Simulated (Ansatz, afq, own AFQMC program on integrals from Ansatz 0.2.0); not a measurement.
# Atomization energy of CH4Cl2OSeSi, singlet, worked out

```tsv
atom	x (Å)	y (Å)	z (Å)
C	0.6050	-1.5099	0.0175
O	0.4726	-0.3168	-0.7190
Si	-0.6082	0.8823	-0.4447
Cl	-2.5325	0.1698	-0.5881
Cl	-0.2612	2.2535	-1.9196
Se	-0.4665	1.7742	1.6297
H	1.4665	-2.0630	-0.3820
H	-0.2949	-2.1400	-0.0789
H	0.7792	-1.3064	1.0881
H	0.9232	2.2051	1.4000
```

Basis def2-SVP. Only valence electrons are correlated. AFQMC by an in-house program on the Cholesky factors that Ansatz 0.2.0 writes for its CCSD(T) run. The CISD trial takes its coefficients from CCSD amplitudes. Released means that phaseless walkers are propagated on without the constraint, phases kept. Error bars are statistical, one sigma. No spin–orbit coupling.

Total energies in eV. CBS is CCSD(T) at the limit of def2-TZVPP/QZVPP (MP2 extrapolated, CCSD(T) minus MP2 added); the highest rung of each member is named.

Cautions: inner d shell frozen; no relativity below Rb; no spin-orbit coupling; CH₄Cl₂OSeSi (singlet): the released value is read at 0.63 1/Eh with a noise of 21 meV, more than in the cases checked, later times being too noisy (meV from the phaseless value at times in 1/Eh: -5 ± 11 at 0.21, -31 ± 17 at 0.42, -28 ± 21 at 0.63, -14 ± 24 at 0.90).

```json
{"member": "C (triplet)", "count": "+1", "CCSD(T)/def2-SVP": "-1026.2885", "highest rung in def2-SVP": "-1026.2976", "which": "FCI", "CCSD(T)/CBS": "-1028.3711"}
{"member": "O (triplet)", "count": "+1", "CCSD(T)/def2-SVP": "-2036.4313", "highest rung in def2-SVP": "-2036.4367", "which": "FCI", "CCSD(T)/CBS": "-2041.0257"}
{"member": "Si (triplet)", "count": "+1", "CCSD(T)/def2-SVP": "-7859.0718", "highest rung in def2-SVP": "-7859.0829", "which": "FCI", "CCSD(T)/CBS": "-7862.5673"}
{"member": "Cl (doublet)", "count": "+2", "CCSD(T)/def2-SVP": "-12502.1624", "highest rung in def2-SVP": "-12502.1710", "which": "FCI", "CCSD(T)/CBS": "-12509.3370"}
{"member": "Se (triplet)", "count": "+1", "CCSD(T)/def2-SVP": "-65297.0242", "highest rung in def2-SVP": "-65297.0335", "which": "FCI", "CCSD(T)/CBS": "-65307.9118"}
{"member": "H (doublet)", "count": "+4", "CCSD(T)/def2-SVP": "-13.5861", "highest rung in def2-SVP": "-13.5861", "which": "FCI", "CCSD(T)/CBS": "-13.6059"}
{"member": "CH₄Cl₂OSeSi, singlet", "count": "-1", "CCSD(T)/def2-SVP": "-101311.2743", "highest rung in def2-SVP": "-101311.3870 ± 0.0208", "which": "released AFQMC", "CCSD(T)/CBS": "-101349.6787"}
```

Problem. Work out the best estimate of the atomization energy: the CCSD(T)/CBS difference plus the step from CCSD(T) to the highest rung.

Solution. Sums with the counts: CCSD(T)/CBS 36.7052 eV, highest rung 33.8499 eV, CCSD(T)/def2-SVP 33.7893 eV. The step is 33.8499 − 33.7893 = 0.0606 eV, so the best estimate is 36.7052 + (0.0606) = 36.7658 eV = 847.8 kcal/mol, with sampling noise 0.021 eV. The basis set is worth 2.916 eV of it. Zero-point, core-correlation and spin–orbit terms aren't in it. Past Ne the Hartree–Fock part of each CBS total tends to overshoot, since the cores don't follow the formula; that largely cancels in the difference.

Best estimates are given only where the step beyond CCSD(T) is under 0.3 eV and no member's determinant is very poor (T1 over 0.05, or 0.07 for open shells, ⟨S²⟩ too high by 0.3, two states mixed), so the hardest cases are missing from such tables.

Each member of a difference takes its own highest rung, so a best estimate needn't equal the limit plus the step of one row. Released energies are given only where the last usable release times agree within the noise; a slower fall can still hide under it.
